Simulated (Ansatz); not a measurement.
## Ansatz (development build ahead of 0.2.0) run

```yaml
crystal:
  periodic: [false, false, false]
  atoms:
    - { symbol: C, position_ang: [-0.04668, -0.01645, -0.48516] }
    - { symbol: C, position_ang: [-0.04162, -0.0157, 0.79908] }
    - { symbol: H, position_ang: [-0.04845, -0.9506, -1.01957] }
    - { symbol: H, position_ang: [-0.0062, 0.98912, -1.00372] }
basis:
  gaussian: { orbitals: cc-pVDZ }
hamiltonian:
  xc: hf
correlation:
  method: mp2
  frozen_orbitals: { C: 1, H: 0 }
```

The input is written out in the form of the current development build from the run's settings.

The run gave:

* Converged: yes
* Reference energy: -76.77160 hartree
* Correlation energy: -0.22955 hartree
* Total energy: -77.00115 hartree
* Spin squared of the determinant: 0.000
